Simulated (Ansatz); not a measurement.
# Which method gave which barrier?

Saddle point of CH8NSi, doublet (CH₅N ([CH3][NH2]) + SiH₃ → CH₄N ([CH2][NH2]) + SiH₄; bonds formed: H1–Si4; bonds broken: H1–C2), PBE0-D4/def2-TZVP structure:

```
11
angstrom
H -0.0844 -0.4321 -0.1268
C 0.6021 0.4573 -1.1404
N 0.8079 1.7386 -0.6266
Si -0.8516 -1.3177 1.0762
H -0.1079 0.4155 -1.9628
H 1.5163 -0.1037 -1.3178
H -0.0382 2.2507 -0.4253
H 1.4415 1.7796 0.1579
H -1.9128 -2.1867 0.4921
H 0.1196 -2.1888 1.7986
H -1.4924 -0.4126 2.0749
```

Ansatz 0.2.0; basis: def2-TZVPP, with def2-QZVPP for the basis limit; cores frozen in the correlated methods; orbitals are unrestricted. Extrapolation: Hartree–Fock as exp(−7.88 √X), correlation as X^−2.97. Four methods, as single points on the PBE0-D4 structures, gave these electronic barriers from the start structure: 5.19, 12.48, 20.11, 23.89 kcal/mol.

Task: The methods were, in alphabetical order, HF, MP2, PBE0-D4, SPW92. Which gave which? (A judgement: the text doesn't fix the answer.)

Result: Computed: SPW92 5.19; PBE0-D4 12.48; MP2 20.11; HF 23.89 kcal/mol. For comparison, CCSD(T) at an estimated basis limit (MP2 extrapolated from triple and quadruple zeta, plus CCSD(T) − MP2 in triple zeta) gives 16.71 kcal/mol.

T1 diagnostic: at most 0.017. ⟨S²⟩ of the unrestricted Hartree–Fock references: 0.75 to 0.78 (a pure state has 0.75).

Radical steps of this kind take place in plasma deposition and etching.

Labels in which every atom is bracketed show which atoms are joined, not bond orders.

For scale, one of the runs: CCSD(T)/def2-TZVPP, 216 basis functions, launched by `ansatz run in.yaml --threads 4 --pin off --events-out ev --progress --plain --max-ram 9574MiB`. The run took 2.8 min on 4 CPU threads of an Arm Neoverse V1 (shared host), with 8.2 GiB of host memory at its peak.
